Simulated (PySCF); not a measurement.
hydrogen chloride: removing and adding an electron

Molecule: hydrogen chloride, `Cl` (HCl). Optimised structure (Å), atoms numbered from 1:
```
Cl    0.6462   -0.0058   -0.0057
H    -0.6404    0.0083   -0.0226
```

Computed at M06-2X/ma-def2-TZVP // PBE0-D3(BJ)/ma-def2-SVP with PySCF (density fitting, grid level 3). The prefix ma- adds one diffuse s and one diffuse p function on all atoms but H. Thermal corrections: PBE0-D3(BJ)/ma-def2-SVP frequencies, unscaled, ideal gas at 298.15 K and 1 bar, quasi-RRHO entropy.

Frontier levels of the parent: HOMO -10.88 eV, LUMO 0.99 eV.

Oxidation to the radical cation:
- Vertical ionisation energy (electronic): 12.78 eV
- Adiabatic ionisation energy (with zero-point energy): 12.74 eV
- Adiabatic, electronic part: 12.76 eV
- Vertical gap at the product's structure: 12.73 eV
- Inner reorganisation energy (four-point): 51 meV
- Relaxation of product / of parent: 14 / 37 meV
- ⟨S²⟩ of the product: 0.753
- Largest spin populations: Cl1 1.03
- Largest changes of atomic charge: Cl1 0.87, H (on Cl1) 0.13
- Distances that move most (Å): Cl1–H 1.287 → 1.329

Vertical electron affinity to the radical anion: -2.00 eV. The extra electron is not bound at this structure, the number hangs on the basis, and the ion was not relaxed.

Against the Active Thermochemical Tables (version 1.112): ionisation energy to the radical cation 12.75 (computed 12.74, error 0.00) eV.

Measured values (NIST Chemistry WebBook, evaluated or the median of agreeing entries): adiabatic ionisation energy 12.74 eV (computed 12.74, difference 0.00).

Caveats: spin-orbit coupling is left out of the energies, which matters for open shells on the heavier atoms.

Structures, frequencies and single points took 8 s of wall time on 1 thread of Intel Xeon 6975P-C (shared host), launched as `OMP_NUM_THREADS=1 python redox_run.py task.json out`.

Differences come from unrounded values, so a last digit can differ from that of the printed terms.
